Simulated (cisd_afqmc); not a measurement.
Input (AFQMC/CISD/cc-pV(D+d)Z; cisd_afqmc is a phaseless AFQMC code with CISD trial states that reads the integrals written by Ansatz): A basis named .json is the Basis Set Exchange file of that set.

Ansatz 0.2 input:
```python
import cisd_afqmc

open("ham.yaml", "w").write("""\
crystal:
  periodic: [false, false, false]
  atoms:
    - {symbol: C, position_ang: [0.01118773, 0.75889942, -0.01238914]}
    - {symbol: C, position_ang: [1.30488840, 1.02329449, 0.00343307]}
    - {symbol: Cl, position_ang: [-0.63700773, -0.85323169, 0.00417952]}
    - {symbol: H, position_ang: [-0.75905041, 1.51625302, -0.03695357]}
    - {symbol: H, position_ang: [2.05291747, 0.24314247, 0.02802818]}
    - {symbol: H, position_ang: [1.63880765, 2.05237986, -0.00839007]}
basis:
  gaussian:
    orbitals: cc-pV_D+d_Z.json
magnetization: {spin_polarized: false}
correlation: {method: ccsd, electrons: outside_noble_gas, hamiltonian_folder: ham}
""")
rep = cisd_afqmc.ansatz("ham.yaml")
e_ccsd = rep["correlation"]["coupled_cluster"]["energy"]["hartree"]
out = cisd_afqmc.run("ham", e_ccsd, trial="CISD", walkers=100, populations=8, threads=8, dt=0.005, steps=40, early=24, settle=10, least=32,
    cut=5e-5, rank_cut=2e-4, target=0.0004, seconds=1500, seed=1, memory=12960, gpu=False)
```

Output:

```
orbitals 59, occupied [9], factors 354 of 631, rank of the doubles 199 of 450
E(HF) = -536.964658
E(CCSD) on the cut factors = -537.407514, shift to the whole factors -0.000015
Energy of the trial state on the determinant = -537.407467
  tau behind 7.2 of longer steps, mean of the populations' last blocks
   2.0  -537.42349
   4.0  -537.42322
   6.0  -537.42223
   8.0  -537.42454
  10.0  -537.42263
  12.0  -537.42320
  14.0  -537.42431
  16.0  -537.42170
  18.0  -537.42237
blocks 852 (0 outliers left out), error by blocks joined: 1: 0.00022, 2: 0.00028, 4: 0.00034, 8: 0.00039, 16: 0.00040
E(AFQMC/CISD) = -537.42301 +/- 0.00040
```
